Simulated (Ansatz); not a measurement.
Basis-set extrapolation for `N=C1OC1N` (PBE0-D4/def2-TZVP geometry, frozen core, Ansatz 0.2.0). Multiplicity 1, RHF reference.

```csv
,def2-TZVPP,def2-QZVPP
HF,-261.865548,-261.877319
MP2 correlation,-0.965839,-1.034108
CCSD(T) correlation,-1.023426,not run
```

Energies in hartree. Use E(X) = E(∞) + A·exp(−7.88·√X) for Hartree–Fock and E(X) = E(∞) + B·X^(−2.97) for correlation, with X = 3 and 4, and add CCSD(T) minus MP2 of the smaller set to the MP2 limit.

Q: What is the CCSD(T) energy at the basis-set limit?

A: HF limit: -261.877319 + (-0.011771) × 0.13774 = -261.87894. MP2 limit: -1.034108 + (-0.068269) × 0.74074 = -1.08468. Higher-order term: -1.023426 − (-0.965839) = -0.05759. Total: -263.02121 hartree, 347.2 kJ/mol below CCSD(T)/def2-TZVPP.
